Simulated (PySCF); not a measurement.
A PySCF script (with the pyscf-properties extension) for the NMR shieldings of SMILES [C+]1(C)C(C#C)=C1, [C6H5]+, on a PBE0-D3(BJ)/def2-SVP geometry:

```python
import basis_set_exchange as bse
import numpy as np
from pyscf import gto, dft
from pyscf.prop import nmr

atoms = """
C     2.808641   -0.353675   -0.561623
C     1.688707    0.097044   -0.425031
C     0.411035    0.599943   -0.270101
C    -0.472576    1.650514   -0.300015
C    -0.932134    0.412760    0.038560
C    -2.015954   -0.484431    0.413996
H     3.806418   -0.752002   -0.681717
H    -0.648252    2.715523   -0.467288
H    -2.453414   -0.880856   -0.520998
H    -2.808751    0.052882    0.951432
H    -1.642416   -1.338572    0.994177
"""
names = dict.fromkeys(["C", "H"], "pcSseg-1")
basis = {el: gto.basis.parse(bse.get_basis(n, elements=[el], fmt="nwchem")) for el, n in names.items()}
mol = gto.M(atom=atoms, basis=basis, charge=1, verbose=0)
mf = dft.RKS(mol, xc="PBE0")
mf.grids.level = 2
mf.grids.alignment = dft.numint.BLKSIZE   # the property module wants whole blocks of grid points
mf.conv_tol = 1e-9
mf.kernel()

calc = nmr.RKS(mf)   # GIAO
C = mf.mo_coeff
Co = C[:, mf.mo_occ > 0]
resp = mf.gen_response(singlet=True, hermi=2)
def vind(x):   # induced exchange potential for any number of trial vectors
    d = np.einsum("pi,xij,qj->xpq", C, 2 * x.reshape(-1, C.shape[1], Co.shape[1]), Co, optimize=True)
    return np.einsum("xpq,pi,qj->xij", resp(d - d.transpose(0, 2, 1)), C, Co, optimize=True).ravel()
mo1, _ = nmr.rhf.solve_mo1(calc, with_cphf=vind)
sigma = calc.kernel(mo1)
for i, s in enumerate(sigma):   # ppm
    w = np.linalg.eigvalsh((s + s.T) / 2)
    print("%2d %-2s iso %8.1f  s11 %8.1f  s22 %8.1f  s33 %8.1f" % (i, mol.atom_pure_symbol(i), w.mean(), *w))
```

Question: What does it print?

Answer: 
```
 0 C  iso     30.5  s11    -16.3  s22      7.4  s33    100.6
 1 C  iso    118.4  s11     29.3  s22     32.0  s33    293.7
 2 C  iso     16.4  s11    -83.0  s22    -62.3  s33    194.4
 3 C  iso     18.2  s11   -106.7  s22    -31.2  s33    192.3
 4 C  iso      1.4  s11   -159.1  s22    -25.9  s33    189.0
 5 C  iso    168.9  s11    143.7  s22    178.3  s33    184.7
 6 H  iso     24.3  s11     22.4  s22     23.0  s33     27.5
 7 H  iso     21.8  s11     20.8  s22     21.7  s33     23.0
 8 H  iso     28.2  s11     24.7  s22     25.0  s33     35.0
 9 H  iso     27.7  s11     23.2  s22     25.9  s33     33.9
10 H  iso     27.7  s11     23.1  s22     26.6  s33     33.3
```

These numbers come from an equivalent density-fitted implementation of the same equations, which agrees with the script to about 0.01 ppm for H and up to a few tenths of a ppm for heavy atoms, so last digits may differ.

Question: Turn these shieldings into chemical shifts. Shifts are taken against calculated references (same method and geometry level): $^{13}$C (184.41 ppm), $^{1}$H (31.27 ppm) vs TMS.

Answer: Averaging equivalent atoms: C 4: 183.0; C 2: 168.0; C 3: 166.3; C 0: 153.9; C 1: 66.0; C 5: 15.5; H 7: 9.46; H 6: 6.95; H 8/9/10: 3.40 ppm. 

Size and cost of the density-fitted run: 127 basis functions, 7.7 s wall time on 1 thread of an x86-64 server CPU, shared host.
